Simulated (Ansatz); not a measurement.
# C2H3B: single points off equilibrium

An exercise on one series of results from a longer session: the logs are not shown, and one member is left open.

Method: single points in def2-TZVPP; program: Ansatz 0.2.0, Gaussian basis.

Cores are frozen in the correlated methods.

### The system as given

SMILES `B=C=C`, 6 atoms, charge 0, spin multiplicity 1.

Atoms are counted from 1 here; the program's logs count them from 0.

Bond lengths: B1–C2 1.306 Å, B1–H4 1.233 Å, C2–C3 1.385 Å, C3–H5 1.073 Å, C3–H6 1.077 Å. Angles: C2–B1–H4 172.0°, B1–C2–C3 175.4°, C2–C3–H5 123.5°, C2–C3–H6 114.3°, H5–C3–H6 122.1°.

Geometry (Å):

```mol
C2H3B
  3D, bonds by distance, orders not assigned

  6  5  0  0  0  0  0  0  0  0999 V2000
   -1.3397   -0.0461   -0.7843 B   0  0
   -0.2012   -0.0445   -0.1451 C   0  0
    1.0013    0.0693    0.5318 C   0  0
   -2.3837   -0.2131   -1.4183 H   0  0
    1.9479   -0.2091    0.1100 H   0  0
    0.9124    0.4572    1.5326 H   0  0
  1  2  8  0
  1  4  8  0
  2  3  8  0
  3  5  8  0
  3  6  8  0
M  END
```

Set-up of the first run:

Input file run/in.yaml:

```yaml
crystal:
  periodic: [false, false, false]
  atoms:
    - {symbol: B, position_ang: [-1.339700, -0.046100, -0.784300]}
    - {symbol: C, position_ang: [-0.201200, -0.044500, -0.145100]}
    - {symbol: C, position_ang: [1.001300, 0.069300, 0.531800]}
    - {symbol: H, position_ang: [-2.383700, -0.213100, -1.418300]}
    - {symbol: H, position_ang: [1.947900, -0.209100, 0.110000]}
    - {symbol: H, position_ang: [0.912400, 0.457200, 1.532600]}
basis:
  gaussian: {orbitals: def2-TZVPP}
correlation: {method: ccsd_t}
output: {forces: true}
```

The command line of these runs was not kept.

Among the steps run: CCSD(T)/def2-TZVPP; PBE0-D4/def2-TZVPP; wB97M-V/def2-TZVPP; r2SCAN-D4/def2-TZVPP; PBE-D4/def2-TZVPP; BHLYP-D4/def2-TZVPP; HSE06-D4/def2-TZVPP.

One table of the session follows, with a row left open; its other results are not shown here.

| method | RMS force component (eV/Å) | angle to CCSD(T) forces (°) | dipole (D) |
| --- | --- | --- | --- |
| CCSD(T) | 2.100 | reference | 0.96 |
| PBE0-D4 | ? | ? | ? |
| wB97M-V | 2.171 | 7.1 | 0.98 |
| r2SCAN-D4 | 2.157 | 5.9 | 1.11 |
| PBE-D4 | 2.123 | 5.1 | 1.13 |
| BHLYP-D4 | 2.179 | 10.2 | 0.96 |
| HSE06-D4 | 2.177 | 7.1 | 1.05 |

Q: Estimate the row for PBE0-D4 from the others.

**Answer.** RMS force component (eV/Å): 2.177; angle to CCSD(T) forces (°): 7.2; dipole (D): 1.04.
